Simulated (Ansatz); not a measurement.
Two isomers of C5H10O2: A = `COC1CCCO1`, B = `CCCC(=O)OC`.

Computed with Ansatz on PBE0-D4/def2-TZVP structures; ΔE is electronic, products minus reactants. CCSD(T)/CBS adds triple-zeta CCSD(T) − MP2 to the extrapolated MP2 energy (def2 sets, frozen cores). Functionals use def2-TZVPP. B3LYP here is the variant with VWN-RPA as its local correlation; programs differ in this. Each species was taken in one conformer, which may not be the lowest.

A:

```xyz
17

C    -2.307   -0.602    0.653
O    -1.406    0.020   -0.230
C    -0.309    0.598    0.418
C     0.584    1.218   -0.636
C     1.393    0.008   -1.090
C     1.533   -0.792    0.202
O     0.488   -0.354    1.070
H    -3.134   -0.982    0.054
H    -2.698    0.116    1.387
H    -1.836   -1.430    1.190
H    -0.664    1.293    1.191
H     1.226    1.968   -0.166
H     0.009    1.691   -1.431
H     0.829   -0.557   -1.834
H     2.359    0.272   -1.521
H     1.445   -1.870    0.041
H     2.487   -0.597    0.703
```

B:

```xyz
17

C    -2.7345   -0.9010   -0.1280
C    -1.6060    0.0344    0.2677
C    -0.2601   -0.4505   -0.2330
C     0.8786    0.4544    0.1439
O     0.7877    1.4688    0.7814
O     2.0430   -0.0155   -0.3277
C     3.1859    0.7750   -0.0208
H    -2.8096   -0.9963   -1.2151
H    -2.5811   -1.9043    0.2796
H    -3.6964   -0.5380    0.2395
H    -1.7922    1.0390   -0.1217
H    -1.5660    0.1415    1.3550
H    -0.2554   -0.5534   -1.3238
H    -0.0301   -1.4504    0.1515
H     4.0329    0.2616   -0.4706
H     3.0837    1.7783   -0.4370
H     3.3195    0.8565    1.0590
```

(1) Which is lower in electronic energy at CCSD(T)/CBS, and by how much? (An estimate is asked.)

(2) Give E(B) − E(A) in kcal/mol with B3LYP, HF/def2-TZVPP, PBE0-D4, ωB97M-V, PBE-D4, CCSD(T)/def2-TZVPP, r2SCAN-D4. (An estimate is asked.)

Largest T1 diagnostic: 0.013.

Answers

(1) Computed: B, by 19.2 kcal/mol.

(2) The calculation gave: B3LYP -23.8, HF/def2-TZVPP -23.5, PBE0-D4 -18.6, ωB97M-V -19.4, PBE-D4 -21.0, CCSD(T)/def2-TZVPP -19.3, r2SCAN-D4 -21.7. None reverses the order clearly.

The D4 term adds +1.6 kcal/mol with B3LYP and +0.8 kcal/mol with PBE0; it sums over pairs of atoms, weighted by their polarisabilities, and B3LYP, whose exchange is more repulsive, gets the larger term. From PBE to PBE0 (25 % exact exchange), in def2-TZVPP and without D4, E(B) − E(A) moves by +2.7 kcal/mol.
